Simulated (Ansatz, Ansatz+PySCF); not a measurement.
```json
{"atom": "Si", "x (Å)": "0.0000", "y (Å)": "0.0000", "z (Å)": "-0.5096"}
{"atom": "O", "x (Å)": "0.0000", "y (Å)": "0.0000", "z (Å)": "0.8918"}
```

RHF on singlet SiO was run in several spherical basis sets with Ansatz (development build ahead of 0.2.0). Caution for RHF: no unrestricted run beside it, a lower state can exist.

Question: Rank the basis sets by the total energy that they give, lowest first, with the distance from the lowest.
A. def2-TZVP
B. STO-3G
C. 6-31G
D. 6-31G(d)
E. cc-pVTZ
F. cc-pVDZ
G. def2-SVP

Answer: A (0.00 eV), E (0.11 eV), F (1.62 eV), D (1.84 eV), C (4.42 eV), G (5.72 eV), B (120.88 eV).

Totals follow the description of the cores as much as that of the bonds, so this order isn't one of quality for chemistry.
